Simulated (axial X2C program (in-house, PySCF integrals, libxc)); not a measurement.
**Potential curves of AlH⁺, with spin–orbit coupling**

Computed with an in-house relativistic program for diatomic molecules. Two-component (2c) means X2C with spin–orbit coupling and atomic mean-field two-electron Coulomb and Gaunt terms. Basis: Al dyall-v3z [8s8p2d1f], H dyall-v3z [6s2p1d] (cores contracted in-house); Gaussian nuclei, density fitting, unrestricted open shells. Masses: Al 26.982 u, H 1.008 u.

State: Ω = 1/2 (⟨Sz⟩ = 0.50, ⟨Lz⟩ = 0.00 at PBE0). Energies in kJ/mol from the fragments at the same level (Al+ + H). Fits are polynomials in 1 − R0/R over 0.85 to 1.23 times the lowest point R0.

```tsv
R (Å)	PBE0
1.4129	-60.47
1.4778	-77.41
1.5266	-84.88
1.5753	-88.80
1.6240	-89.89
1.6808	-88.42
1.7377	-84.77
1.8108	-77.98
1.9001	-68.09
2.0300	-53.51
```

Occupations by symmetry block were frozen at the best pattern of an incomplete PBE0 search. Dissociation energies refer to the lowest single-determinant-based atoms at the same level and basis. Density functionals use the spin component along the axis (collinear).

**Question.** What are Re, ωe and De at the PBE0 level?

**Answer.** At PBE0, 2c: Re = 1.622 Å, ωe ≈ 1650 cm⁻¹, De = 0.93 eV to Al+ + H; Be follows as 6.6 cm⁻¹.
